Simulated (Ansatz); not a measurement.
# CH₅ (doublet): from Hartree-Fock to the top rungs at distance H1–H2 along a hydrogen transfer = 1.133 Å, 6-31G

How much of the correlation energy of CH₅ (doublet) does each wave-function method recover here?

Computed with Ansatz 0.2.0, Gaussian basis. Level: 6-31G, core rule «outside noble gas», up to 1 orbitals frozen.

The runs, in order: UHF; CCSD(T) on ROHF; CCSD(T) on UHF; BCCD(T) on ROHF; CISD; CCSDT(Q) on ROHF; CCSDT(Q) on UHF; CCSDTQ on ROHF; CASSCF and MRCISD+Q, 3 electrons in 3 orbitals; CASSCF and NEVPT2, 3 electrons in 3 orbitals; CASSCF and MRCISD+Q, 9 electrons in 9 orbitals; CASSCF and MRCISD+Q(relaxed), 9 electrons in 9 orbitals; CASSCF and NEVPT2, 9 electrons in 9 orbitals; Full CI.

10 further runs of the same task are left out: 1 for a mislabelled method, 7 that didn't finish, 2 set aside as unsound or not needed.

### Step 1. The geometry

The geometry derives from fragments relaxed apart (PBE0/def2-TZVP) and kept rigid, so it is no stationary point. A hydrogen atom is moved between rigid fragments.

6 atoms, charge 0, spin multiplicity 2.

Atoms are counted from 1 here; the program's logs count them from 0.

Bond lengths: H2–C3 1.245 Å, C3–H4 1.080 Å, C3–H5 1.080 Å, C3–H6 1.080 Å. Angles: H2–C3–H4 90.0°, H2–C3–H5 90.0°, H2–C3–H6 90.0°, H4–C3–H5 120.0°, H4–C3–H6 120.0°, H5–C3–H6 120.0°.

### Step 2. UHF

in.yaml

```yaml
crystal:
  periodic: [false, false, false]
  atoms:
    - {symbol: H, position_ang: [-2.163825, 0.000000, 0.000000]}
    - {symbol: H, position_ang: [-1.030825, 0.000000, 0.000000]}
    - {symbol: C, position_ang: [0.214175, 0.000000, 0.000000]}
    - {symbol: H, position_ang: [0.214175, -1.080023, 0.000000]}
    - {symbol: H, position_ang: [0.214175, 0.540011, 0.935327]}
    - {symbol: H, position_ang: [0.214175, 0.540012, -0.935327]}
basis:
  gaussian: {orbitals: 6-31G}
magnetization: {spin_polarized: true, initial_magnetization: 1}
hamiltonian: {xc: hf}
output: {orbitals: {seedname: orbitals}}
```

Started as:

```sh
> ansatz run in.yaml --threads 1 --pin off --events-out ev --progress --plain --max-ram 2393MiB
```

After this run come: CCSD(T) on ROHF; CCSD(T) on UHF; BCCD(T) on ROHF; CISD; CCSDT(Q) on ROHF; CCSDT(Q) on UHF; CCSDTQ on ROHF; CASSCF and MRCISD+Q, 3 electrons in 3 orbitals; CASSCF and NEVPT2, 3 electrons in 3 orbitals; CASSCF and MRCISD+Q, 9 electrons in 9 orbitals; CASSCF and MRCISD+Q(relaxed), 9 electrons in 9 orbitals; CASSCF and NEVPT2, 9 electrons in 9 orbitals; Full CI.

**Question.** What will the summary of the whole plan be? Wanted: FCI below the RHF energy; RMP2 from FCI; UMP2 from FCI; RCCSD from FCI; RCCSD(T) from FCI; UCCSD(T) from FCI; RCCSDT(Q) from FCI; UCCSDT(Q) from FCI; NEVPT2 pair from FCI.

As calculated:

```
                         quantity                                                                                                                                                   value
         FCI below the RHF energy                                                                                                                                              -3.7531 eV
                    RMP2 from FCI                                                                                                                                         +16.36 kcal/mol
                    UMP2 from FCI                                                                                                                                         +16.67 kcal/mol
                   RCCSD from FCI                                                                                                                                          +1.68 kcal/mol
                RCCSD(T) from FCI                                                                                                                                          +0.28 kcal/mol
                UCCSD(T) from FCI                                                                                                                                          +0.30 kcal/mol
               RCCSDT(Q) from FCI                                                                                                                                          +0.01 kcal/mol
               UCCSDT(Q) from FCI                                                                                                                                           0.00 kcal/mol
             NEVPT2 pair from FCI                                                                                                                                         +11.88 kcal/mol
           MRCISD+Q pair from FCI                                                                                                                                          +0.54 kcal/mol
          NEVPT2 valence from FCI                                                                                                                                          +5.88 kcal/mol
levels within 1 kcal/mol (43 meV)  RCCSD(T), UCCSD(T), BCCD(T), RCCSDT, UCCSDT, RCCSDT(Q), UCCSDT(Q), RCCSDTQ, MRCISD+Q pair, MRCISD valence, MRCISD+Q valence, MRCISD+Q(relaxed) valence
                    T1 diagnostic                                                                                                                                                   0.026
   effectively unpaired electrons                                                                                                                                                    1.03
```

What this shows: RCCSD(T) misses by +0.28 kcal/mol, 0.3 % of the correlation energy. MRCISD+Q(relaxed) valence falls below full CI: the +Q correction isn't variational, and the cores differ from full CI's. One determinant dominates. Of the multireference levels listed MRCISD+Q(relaxed) valence comes nearest in total energy (-0.07 kcal/mol), which doesn't show that its space is the better one. These misses are within one basis, not against nature; the frozen cores of restricted and unrestricted runs differ, which can shift their rows.
